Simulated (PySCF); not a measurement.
## The first ionisation energy along group 13

Calculated with PySCF 2.14 from differences of total energies of unrestricted determinants, without spin-orbit coupling. Values in eV. The last column holds reference values (NIST; (s) semi-empirical, (t) theoretical, else measured). Unmarked ones compare directly (S terms, centres of terms, or small fine structure); those marked * lie between the lowest fine-structure levels and include a spin-orbit shift.

| element | configurations | UHF | LDA | PBE | PBE0 | r2SCAN | MP2 (valence) | reference |
| --- | --- | --- | --- | --- | --- | --- | --- | --- |
| B (aug-cc-pVQZ with one added diffuse shell each of s, p, d, f, g type, non-relativistic) | [He] 2s2 2p1 → [He] 2s2 | 8.041 | 8.644 | 8.673 | 8.647 | 8.770 | 8.291 | 8.297 |
| Al (aug-cc-pV(Q+d)Z with one added diffuse shell each of s, p, d, f, g type, non-relativistic) | [Ne] 3s2 3p1 → [Ne] 3s2 | 5.608 | 6.030 | 6.077 | 6.097 | 6.181 | 5.853 | 5.977 |
| Ga (aug-cc-pVQZ-PP with one added diffuse shell each of s, p, d, f, g type with ECP10MDF, ECP) | [Ar] 3d10 4s2 4p1 → [Ar] 3d10 4s2 | 5.535 | 6.002 | 5.928 | 5.958 | 6.091 | 5.768 | 5.931 |
| In (aug-cc-pVQZ-PP with one added diffuse shell each of s, p, d, f, g type with ECP28MDF, ECP) | [Kr] 4d10 5s2 5p1 → [Kr] 4d10 5s2 | 5.218 | 5.716 | 5.590 | 5.621 | 5.718 | 5.426 | 5.603 |
| Tl (aug-cc-pVQZ-PP with one added diffuse shell each of s, p, d, f, g type with ECP60MDF, ECP) | [Xe] 4f14 5d10 6s2 6p1 → [Xe] 4f14 5d10 6s2 | 5.014 | 5.583 | 5.425 | 5.441 | 5.507 | 5.207 | 5.464 |

Question: Which of these methods has the smallest mean absolute error against the measured values here?

Answer: PBE, with 0.106 eV.

```csv
method,elements,mean error (eV),mean absolute error (eV),largest error (eV)
UHF,5,-0.371,0.371,-0.450
LDA,5,0.141,0.141,0.347
PBE,5,0.084,0.106,0.377
PBE0,5,0.099,0.108,0.351
r2SCAN,5,0.199,0.199,0.473
MP2 (valence),5,-0.145,0.145,-0.257
```

Errors include the incompleteness of the basis and the frozen core.

"Valence" correlates the outer s and p shells and, in groups 3 to 12 and the f block, the outer d or f shell, open or full, or the next shell where the ion has no valence electron left; the wider scheme adds the next inner shell.
